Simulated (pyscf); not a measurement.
H₃C–NH₂ (SMILES CN) + H₂ (SMILES [H][H]) → H₃C–NH₂ (SMILES CN) + H₂ (SMILES [H][H]) (four-centre exchange; singlet surface; H–N, H–H broken, H–N, H–H formed). Optimised with ωB97X-D3(BJ)/def2-SVP in PySCF. Energies in eV from the separated reactants.

```
level                   barrier  reaction energy
----------------------  -------  ---------------
ωB97X-D3(BJ)/def2-TZVP     2.63             0.00
PBE/def2-TZVP              2.38             0.00
r²SCAN/def2-TZVP           2.54             0.00
B3LYP-D3(BJ)/def2-TZVP     2.54             0.00
M06-2X/def2-TZVP           2.71             0.00
ωB97M-D3(BJ)/def2-TZVP     2.55             0.00
```

The functionals in the table span 0.34 eV in this barrier, from PBE to M06-2X. One saddle was located; it need not be the lowest between these sides.
